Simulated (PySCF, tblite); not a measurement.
# A complex of beryllium hydride and phosphine

A gas-phase complex of beryllium hydride and phosphine; neutral, singlet. The structure comes from a short search (6 tight-binding starts) and was optimised by PBE0-D3(BJ)/def2-TZVPD; another way of binding may lie lower.

This structure isn't a minimum: the optimisation stopped short of the minimum along a soft mode, which is imaginary here (23i cm⁻¹ by PBE0-D3(BJ)/def2-TZVPD), and forces of up to 0.020 eV/Å are left. All values below rest on it.

```tsv
part	name	SMILES	atoms	charge	multiplicity
1	beryllium hydride	[BeH2]	1–3	0	1
2	phosphine	P	4–7	0	1
```

Coordinates in Å:
```
Be1     0.338   -0.268   -0.101
H2      0.668    0.198   -1.333
H3     -0.463   -0.090    0.985
P4      1.416   -2.209    0.283
H5      0.630   -3.321   -0.089
H6      2.616   -2.603   -0.347
H7      1.719   -2.621    1.598
```

```tsv
contact	kind (by geometry)	distance (Å)	angle (°)
Be1···P4	bond	2.253	-
```

The parts are joined by the bond Be1–P4, so these are energies of forming such bonds; deforming the relaxed parts to their shape in the adduct costs 7.3 kcal/mol, which the interaction energies leave out.

Interaction energies are complex less parts, with the parts frozen as they stand in it; counterpoise-corrected, in kcal/mol (PySCF).

(1) Give the interaction energy at each level run.

(2) What holds them together? Decompose the wB97M-D3(BJ)/def2-TZVPD energy: frozen parts, their antisymmetrised product, then relaxation.

The parts were also relaxed and run alone, at the levels used for the complex: shieldings by PBE0/pcSseg-2; core levels by delta-SCF with SCAN, pcX-2 on the ionised atom and pcseg-1 elsewhere, spin-free X2C (2p3/2 is the spin-free 2p value less a third of a first-order spin-orbit splitting).

(3) What does binding change?

## Answers

(1) 
```tsv
level	interaction	superposition error removed
wB97M-D3(BJ)/def2-TZVPD	-14.83	-0.16
PBE0-D3(BJ)/def2-TZVPD	-18.31	-0.15
```

(2) electrostatic -29.6, Pauli repulsion +44.0, orbital relaxation -27.9, dispersion correction -1.5 kcal/mol, which sum to the value before the counterpoise correction; the Pauli term holds the exchange-correlation of the frozen density too. Of the attraction, 50 % is electrostatic, 47 % is orbital relaxation, 2 % is dispersion correction.

(3) 
```
                property   alone  in the complex  change
  shielding of Be1 (ppm)    77.9            83.9    +6.0
   shielding of P4 (ppm)   580.8           520.5   -60.3
  Be1 1s core level (eV)  121.80          119.04   -2.77
P4 2p3/2 core level (eV)  137.07          138.26   +1.19
```
